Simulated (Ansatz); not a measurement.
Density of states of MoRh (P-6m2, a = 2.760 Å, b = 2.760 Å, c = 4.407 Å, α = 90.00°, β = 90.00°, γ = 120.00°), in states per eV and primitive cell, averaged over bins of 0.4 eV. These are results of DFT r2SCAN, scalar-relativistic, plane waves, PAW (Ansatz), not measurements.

Settings: cutoff 500 eV, Γ-centred mesh 18×18×10 on the computed 2-atom cell, Gaussian smearing of 0.10 eV; no spin polarisation.

The cell is relaxed at this level. The states (both spins) are summed by tetrahedra on a 27×27×15 mesh at the self-consistent density. Energies are bin centres; the table starts no lower than −8 eV and ends at 6 eV, or lower where the solved bands end.

It is a metal at this level.

```
E − E_F (eV) total Mo 4d Rh 4d Mo 5s Rh 5s
       -7.65   0.04   0.00   0.00   0.02   0.02
       -7.25   0.10   0.00   0.00   0.04   0.04
       -6.85   0.14   0.00   0.00   0.06   0.06
       -6.45   0.19   0.01   0.01   0.08   0.09
       -6.05   0.51   0.10   0.15   0.11   0.13
       -5.65   2.13   0.62   1.01   0.20   0.25
       -5.25   3.12   0.98   1.66   0.21   0.22
       -4.85   2.71   0.82   1.56   0.18   0.11
       -4.45   2.47   0.75   1.49   0.10   0.09
       -4.05   2.66   0.69   1.73   0.06   0.13
       -3.65   2.15   0.74   1.27   0.04   0.05
       -3.25   2.86   0.99   1.65   0.07   0.09
       -2.85   2.85   0.71   1.94   0.06   0.09
       -2.45   2.55   0.69   1.71   0.05   0.06
       -2.05   2.84   0.80   1.91   0.05   0.05
       -1.65   2.94   1.26   1.54   0.03   0.05
       -1.25   2.22   1.12   0.89   0.10   0.04
       -0.85   2.18   1.17   0.75   0.12   0.05
       -0.45   1.79   0.93   0.68   0.08   0.04
       -0.05   1.79   0.89   0.72   0.07   0.04
        0.35   1.70   0.85   0.68   0.07   0.03
        0.75   1.50   0.84   0.49   0.08   0.03
        1.15   1.76   1.03   0.57   0.07   0.03
        1.55   1.82   1.15   0.55   0.05   0.03
        1.95   1.62   1.11   0.35   0.05   0.05
        2.35   2.35   1.62   0.56   0.06   0.06
        2.75   2.59   1.92   0.47   0.05   0.08
        3.15   0.85   0.54   0.11   0.04   0.10
        3.55   0.64   0.38   0.06   0.05   0.11
        3.95   0.67   0.38   0.05   0.06   0.11
        4.35   0.75   0.43   0.04   0.07   0.11
        4.75   0.67   0.30   0.04   0.08   0.13
        5.15   0.60   0.20   0.03   0.09   0.13
        5.55   0.54   0.14   0.03   0.09   0.12
```

The columns after the total are the main Löwdin projections on the occupied valence shells of the potentials; 1 other is left out. The rest of the total lies in those, in shells that are empty in the free atom, which aren't projected, and between the atoms.

Whether MoRh exists in this form wasn't checked.

Cost: 1 run of about 0.71 core-minutes, on Intel Xeon 6975P-C (Granite Rapids) (shared hosts).